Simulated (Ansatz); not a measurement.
**Iodine, solid I2 (Cmce): revPBE0 after revPBE**

Aim: see what exact exchange does to the levels, and what it costs. Spin polarisation is left out. The geometry was relaxed under revPBE beforehand and is kept. Exact exchange is dear, so the k-mesh is coarse, and revPBE is run on the same mesh for comparison.

Method: DFT, plane waves (420 eV) with PBE-made PAW files, scalar-relativistic; functionals as named at each step, in Ansatz 0.2.0.

### Step 1. The system as given

Symmetry: Cmce, No. 64, orthorhombic system. The conventional cell has a = 11.738 Å, b = 4.926 Å, c = 9.914 Å, α = 90.00°, β = 90.00°, γ = 90.00°. I (site symmetry m) has 1 I at 2.79 Å as nearest neighbours.

Structure file:

```xyz
4
Lattice="5.8688 -2.4628 0.0000 5.8688 2.4628 0.0000 0.0000 0.0000 9.9141" Properties=species:S:1:pos:R:3 pbc="T T T"
I     5.8688   -1.7477    1.1994
I     5.8688   -0.7151    6.1565
I     5.8688    1.7477    8.7148
I     5.8688    0.7151    3.7577
```

### Step 2. revPBE, coarse mesh

The run with revPBE.

The input, input.yaml:

```yaml
crystal:
  lattice:
    - [5.8688005115, -2.4627839721, 0.0]
    - [5.8688005115, 2.4627839721, 0.0]
    - [0.0, 0.0, 9.9141480547]
  atoms:
    - { symbol: I, position: [0.8548232511, 0.1451767489, 0.1209770687] }
    - { symbol: I, position: [0.6451767489, 0.3548232511, 0.6209770687] }
    - { symbol: I, position: [0.1451767489, 0.8548232511, 0.8790229313] }
    - { symbol: I, position: [0.3548232511, 0.6451767489, 0.3790229313] }
hamiltonian:
  xc: revpbe
  pseudopotentials:
    kind: paw
    azcp:
      I: "pseudopotentials/I.paw.azcp"
basis:
  ecutwfc: 420
  fft_grid_basis: typed
kpoints:
  mp_grid: { grid: [4, 4, 2], shift: [0, 0, 0] }
magnetization:
  spin_polarized: false
scf:
  occupations: { method: fermi_dirac, width: 0.1 }
```

### Step 3. revPBE0, coarse mesh

The run with revPBE0.

Changes to input.yaml since step 2:

```diff
@@ -11,3 +11,3 @@
 hamiltonian:
-  xc: revpbe
+  xc: revpbe0
   pseudopotentials:
```

(Steps that only read results are left out.)

Before running it: what results should come out? Wanted: revPBE: gap; revPBE0: gap.

As calculated:

| quantity | value |
| --- | --- |
| revPBE: gap | 1.19 eV |
| revPBE0: gap | 2.69 eV |
| revPBE0: SCF cycles, exchange loops | 13, 2 |
| revPBE0: CPU time over that of revPBE | 35 |

In words: The gap goes from 1.19 eV under revPBE to 2.69 eV under revPBE0. revPBE0 cost 35 times the CPU time of revPBE. revPBE0 needed 2 outer loops of the exchange operator. The cell taken over is 74 % larger than the measured one (41.15 Å³/atom, COD); without dispersion its layers, chains or molecules have drifted apart, so it no longer stands for the bulk solid. The mesh samples the bands at few points and may miss the band edges. Absolute energies differ from functional to functional, by eV per atom at times, and say nothing by themselves.
